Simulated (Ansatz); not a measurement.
# AlNH (quartet): RPA-PBE over vertical spin and charge gaps, cc-pVTZ

How well do these functionals follow the top wave-function level for AlNH (quartet) over vertical spin and charge gaps?

Program: Ansatz 0.2.0, Gaussian basis. Level of theory: cc-pVTZ, all electrons in the functionals, frozen cores in the correlation of double hybrids and RPA. These are calculated values, not measurements.

The runs, in order: RPA-PBE, at charge 0, quartet; charge 0, doublet; charge 0, sextet; charge 1, triplet; charge 1, quintet.

17 further runs of the same task are left out: 12 for a known fault of the program, 5 set aside as unsound or not needed.

### Step 1. What is computed

The geometry is a PBE0/def2-TZVP stationary point (not a proven minimum).

3 atoms, charge 0, spin multiplicity 4.

Atoms are counted from 1 here; the program's logs count them from 0.

Bond lengths: Al1–N2 1.909 Å, N2–H3 1.029 Å. Angles: Al1–N2–H3 108.4°.

No dispersion term is added.

The geometry shown and the zero of energy belong to the point charge 0, quartet. The yardstick, UCCSDT(Q), and other wave-function levels (R restricted, U unrestricted, valence and pair active spaces) come from earlier runs.

### Step 2. RPA-PBE, charge 0, quartet

The input, in.yaml:

```yaml
crystal:
  periodic: [false, false, false]
  atoms:
    - {symbol: Al, position_ang: [0.000000, -0.031887, 0.689947]}
    - {symbol: N, position_ang: [0.000000, 0.120874, -1.212902]}
    - {symbol: H, position_ang: [0.000000, -0.826124, -1.614269]}
basis:
  gaussian: {orbitals: cc-pVTZ}
magnetization: {spin_polarized: true, initial_magnetization: 3}
hamiltonian: {xc: {name: PBE}}
correlation: {method: rpa, electrons: outside_noble_gas}
```

Launch:

```
$ ansatz run in.yaml --threads 1 --pin off --events-out ev --progress --plain --max-ram 2560MiB --backend cpu
```

Further steps of the session: RPA-PBE, charge 0, doublet; RPA-PBE, charge 0, sextet; RPA-PBE, charge 1, triplet; RPA-PBE, charge 1, quintet.

Q: Predict the results of all the runs planned. Wanted: quartet to doublet, UCCSDT(Q); quartet to sextet, UCCSDT(Q); ionisation to the triplet cation, UCCSDT(Q); ionisation to the quintet cation, UCCSDT(Q); largest miss, RPA-PBE.

As calculated:

```
                                   quantity                                            value
              quartet to doublet, UCCSDT(Q)                                    -242.4 kJ/mol
               quartet to sextet, UCCSDT(Q)                                     430.9 kJ/mol
ionisation to the triplet cation, UCCSDT(Q)                                     562.6 kJ/mol
ionisation to the quintet cation, UCCSDT(Q)                                    1000.7 kJ/mol
                      largest miss, RPA-PBE  +30.8 kJ/mol (ionisation to the quintet cation)
```

What this shows: RPA-PBE strays by up to 30.8 kJ/mol, at ionisation to the quintet cation. Functionals and the yardstick converge differently with the basis, so part of each miss in cc-pVTZ is the basis.
